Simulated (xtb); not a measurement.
# C2H3FS2 (SMILES FC1SCS1) at GFN2-xTB

Wanted: a structure relaxation of C2H3FS2. 

The results are computed with xtb 6.7.1.

6 further runs of the same task are left out: 6 set aside as unsound or not needed.

## (1) The structure to begin with

The species is C2H3FS2 (8 atoms), meant as a singlet with charge 0. As SMILES, `FC1SCS1`. The shape comes from a force field and isn't a relaxed structure. The run starts from this shape.

Bond lengths: F1–C2 1.343 Å, C2–S3 1.798 Å, S3–C4 1.802 Å, C2–S5 1.847 Å, C4–S5 1.849 Å, C2–H6 1.109 Å, C4–H7 1.051 Å, C4–H8 1.110 Å. Some angles: F1–C2–S3 109.5°, F1–C2–S5 112.4°, S3–C2–S5 87.5°, C2–S3–C4 82.7°, S3–C4–S5 87.3°, C2–S5–C4 80.2°, F1–C2–H6 115.6°, S3–C2–H6 114.5°, S5–C2–H6 114.0°, S3–C4–H7 119.1°.

## (2) A structure relaxation at GFN2-xTB

start.xyz

```xyz
8

F     -1.62780000    -0.24880000     0.76750000
C     -0.70780000     0.71600000     0.60690000
S      0.91820000     0.06950000     1.02200000
C      0.78870000    -0.67410000    -0.61420000
S     -0.12160000     0.84730000    -1.13920000
H     -0.94810000     1.69100000     1.07660000
H      1.66800000    -0.89600000    -1.14600000
H      0.12250000    -1.56210000    -0.62920000
```

Command:

```sh
$ xtb start.xyz --opt --gfn2 --chrg 0 --json > start.out
```

What values should one expect? Wanted: total energy at the end; dipole moment; HOMO energy; LUMO energy; HOMO–LUMO gap; dispersion energy; mean polarisability.

Computed results:

At GFN2-xTB:

```
                      quantity          value
       total energy at the end   -16.99608 Eh
                 dipole moment         1.69 D
                   HOMO energy      -10.90 eV
                   LUMO energy       -8.13 eV
                 HOMO–LUMO gap        2.78 eV
             dispersion energy  -14.95 kJ/mol
mean polarisability (D4 model)     63.8 bohr³
```

At the final geometry: Bond lengths: F1–C2 1.354 Å, C2–S3 1.826 Å, S3–C4 1.828 Å, C2–S5 1.828 Å, C4–S5 1.829 Å, C2–H6 1.092 Å, C4–H7 1.086 Å, C4–H8 1.088 Å. Some angles: F1–C2–S3 112.9°, F1–C2–S5 112.9°, S3–C2–S5 95.4°, C2–S3–C4 83.7°, S3–C4–S5 95.3°, C2–S5–C4 83.7°, F1–C2–H6 107.7°, S3–C2–H6 113.9°, S5–C2–H6 113.8°, S3–C4–H7 112.4°. The optimisation took 11 steps and changed the energy by -0.402 eV.
